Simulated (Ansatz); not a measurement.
C₅H₈N, SMILES N[C]1CC=CC1, a single point in a Gaussian basis

With the Ansatz DFT code, driven from Python.

Interactive session:
```pycon
>>> from pathlib import Path
>>> import ansatz as az
>>> from ase import Atoms
>>> atoms = Atoms(["N", "C", "C", "C", "C", "C", "H", "H", "H", "H", "H", "H", "H", "H"], positions=[
...     (1.9835, 0.2508, 0.0277),
...     (0.6453, 0.1866, -0.5532),
...     (0.0065, -1.1919, -0.3431),
...     (-1.3378, -0.8898, 0.212),
...     (-1.5041, 0.3989, 0.4528),
...     (-0.3019, 1.1985, 0.1035),
...     (2.3734, 1.1962, -0.1894),
...     (2.5832, -0.4291, -0.4932),
...     (0.5761, -1.8134, 0.3816),
...     (-0.0871, -1.7206, -1.3144),
...     (-2.0919, -1.6405, 0.4246),
...     (-2.4088, 0.8153, 0.8835),
...     (0.1303, 1.6413, 1.0272),
...     (-0.5669, 1.9976, -0.6196),
... ])
>>> geometry = az.Crystal.molecule_from_ase(atoms)
>>> job = (
...     geometry.calculation()
...     .basis(gaussian="def2-SVPD")
...     .functional("pbe")
...     .spin("collinear", total=1)
...     .orbitals()
... )
>>> outcome = job.run(threads=1, pin="off", runs_dir="c5h8n_runs")

>>> rep = outcome.report
>>> {key: value for key, value in rep.items() if isinstance(value, (int, float)) and "ev" in key}
{'free_energy_ev': -6789.832124897815, 'reference_energy_ev': -6789.832124897815}
>>> rep["converged"], rep["free_energy_ev"]
(True, -6789.832124897815)
>>> print(f"E = {rep['free_energy_ev']:.6f} eV = {rep['free_energy_ev'] / 27.211386246:.7f} Ha")
E = -6789.832125 eV = -249.5217283 Ha
>>> print("converged:", rep["converged"], " doubts:", rep["published_state_doubts"] or "none")
converged: True  doubts: none
>>> lines = Path(rep["orbitals_path"]).read_text().splitlines()
>>> field_of = lambda key: [line.split("=")[1].strip() for line in lines if line.startswith(key)]
>>> orbitals = [(27.211386 * float(e), s, float(n)) for e, s, n in zip(field_of("Ene="), field_of("Spin="), field_of("Occup="))]
>>> homo = max(e for e, _, n in orbitals if n > 0.5)
>>> lumo = min(e for e, _, n in orbitals if n < 0.5)
>>> print(f"HOMO {homo:.3f} eV, LUMO {lumo:.3f} eV, gap {lumo - homo:.3f} eV")
HOMO -3.835 eV, LUMO -2.112 eV, gap 1.723 eV
```

What to keep in mind:
- Total energies depend on the basis set; only differences at equal settings carry meaning.
- The geometry is a force-field or estimated start, not a minimum of this method, and the basis set is short of its limit.
- The species is open-shell (spin multiplicity 2).
- Levels such as HOMO and LUMO are orbital energies: with these approximate functionals they aren't the ionisation energy and electron affinity, and their gap isn't the fundamental gap.
- Timing: 12 s on 1 thread of Arm Neoverse V1 (shared host), peak memory 0.35 GiB.

(Lines on the test bed's own set-up are left out of the output.)
